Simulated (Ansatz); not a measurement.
**BHLYP/3-21G run of [BH4]− (SMILES [H][B-]([H])([H])[H])**

Aim: the vertical ionisation energy of [BH4]− at BHLYP/3-21G, from 2 runs. 

Program for the calculation: Ansatz 0.2.0.

**1. The system as given**

[BH4]−: 5 atoms, total charge -1, spin state singlet. As SMILES, `[H][B-]([H])([H])[H]`. The shape is that of a GFN2-xTB optimisation.

Bond lengths: B1–H2 1.229 Å, B1–H3 1.229 Å, B1–H4 1.229 Å, B1–H5 1.229 Å. Angles: H2–B1–H3 109.5°, H2–B1–H4 109.5°, H2–B1–H5 109.5°, H3–B1–H4 109.5°, H3–B1–H5 109.5°, H4–B1–H5 109.5°.

**2. A single-point energy at BHLYP/3-21G**

in.yaml

```yaml
crystal:
  periodic: [false, false, false]
  atoms:
    - {symbol: B, position_ang: [0.000000, -0.000190, -0.000050]}
    - {symbol: H, position_ang: [0.011880, -0.020580, 1.229120]}
    - {symbol: H, position_ang: [1.154650, 0.011840, -0.420810]}
    - {symbol: H, position_ang: [-0.587600, 1.007810, -0.387560]}
    - {symbol: H, position_ang: [-0.578930, -0.998880, -0.420690]}
basis:
  gaussian:
    orbitals: 3-21G.json
total_charge: -1
hamiltonian:
  xc: {name: BHLYP}
accuracy: high
```

The basis set 3-21G is read from a file made from the Basis Set Exchange's data (not shown).

The run is started by

```console
$ ansatz run in.yaml --threads 1 --pin off --max-ram 2610MiB --events-out events.jsonl --progress --plain --runs-dir runs
```

Output:

```text
Warning: RAYON_NUM_THREADS=1 ignored (pool sized by the plan → 1); use --threads N
Functional definition: BHLYP
  name "BHLYP"
  parameter a = 0.5
  exchange = (1 - a)*b88_x + a*exact_x
  correlation = lyp_c
342 factors; integrals over basis functions are off by at most 5.4e-9 eV
mean field evaluation 1: about -736.3355 eV, gradient 5.6e0 eV
mean field evaluation 2: about -736.4570 eV, gradient 1.4e0 eV
mean field evaluation 4: about -736.4653 eV, gradient 1.2e-2 eV
mean field evaluation 8: about -736.4435 eV, gradient 3.0e-4 eV
mean field -736.44354658 eV, -27.0638011575 hartree, gradient 2.3e-9 eV, S^2 0.000000; 0 other end points of the search recorded, 0 dependent functions left out
reference -736.44356483 eV, -27.0638018280 hartree; 5, 5 occupied and 12, 12 virtual orbitals, 342 factors
Total energy: -736.44356483 eV, -27.0638018280 hartree
```

Wall time 0.52 s (1 thread of Arm Neoverse V2, shared host).

**3. Doublet neutral BH4 at the same level**

run.yaml

```yaml
crystal:
  periodic: [false, false, false]
  atoms:
    - {symbol: B, position_ang: [0.000000, -0.000190, -0.000050]}
    - {symbol: H, position_ang: [0.011880, -0.020580, 1.229120]}
    - {symbol: H, position_ang: [1.154650, 0.011840, -0.420810]}
    - {symbol: H, position_ang: [-0.587600, 1.007810, -0.387560]}
    - {symbol: H, position_ang: [-0.578930, -0.998880, -0.420690]}
basis:
  gaussian: {orbitals: 3-21G.json}
magnetization: {spin_polarized: true, initial_magnetization: 1}
accuracy: high
hamiltonian: {xc: {name: BHLYP}}
```

The basis set 3-21G is read from a file made from the Basis Set Exchange's data (not shown).

The run is started by

```console
$ ansatz run run.yaml --threads 1 --pin off --max-ram 2610MiB --events-out events.jsonl --progress --plain --runs-dir runs
```

Output:

```text
Warning: RAYON_NUM_THREADS=1 ignored (pool sized by the plan → 1); use --threads N
[... 5 set-up lines as earlier in the session ...]
342 factors; integrals over basis functions are off by at most 5.4e-9 eV
mean field evaluation 1: about -731.6916 eV, gradient 8.9e0 eV
mean field evaluation 2: about -732.2137 eV, gradient 3.1e0 eV
mean field evaluation 4: about -732.2882 eV, gradient 1.9e-1 eV
mean field evaluation 8: about -732.2643 eV, gradient 2.3e-2 eV
mean field evaluation 16: about -732.2689 eV, gradient 4.7e-2 eV
mean field evaluation 32: about -732.2702 eV, gradient 8.8e-6 eV
mean field evaluation 64: about -732.2632 eV, gradient 6.2e-2 eV
mean field -732.27020468 eV, -26.9104336713 hartree, gradient 5.1e-8 eV, S^2 0.759873; 4 other end points of the search recorded, 0 dependent functions left out
reference -732.27022180 eV, -26.9104343006 hartree; 5, 4 occupied and 12, 13 virtual orbitals, 342 factors
Total energy: -732.27022180 eV, -26.9104343006 hartree
```

Run time: 3.3 s. Hardware: 1 thread of Arm Neoverse V2, shared host; peak memory 0.11 GiB.

**4. Summary of results**

Level: BHLYP/3-21G.

| quantity | value |
| --- | --- |
| singlet [BH4]−: total energy | -27.06380 Eh |
| doublet neutral BH4: total energy | -26.91043 Eh |
| doublet neutral BH4: ⟨S²⟩ | 0.760 |
| vertical detachment energy (to the doublet neutral) | 4.173 eV |

What this shows: Removing an electron at fixed nuclei costs 4.17 eV (403 kJ/mol).
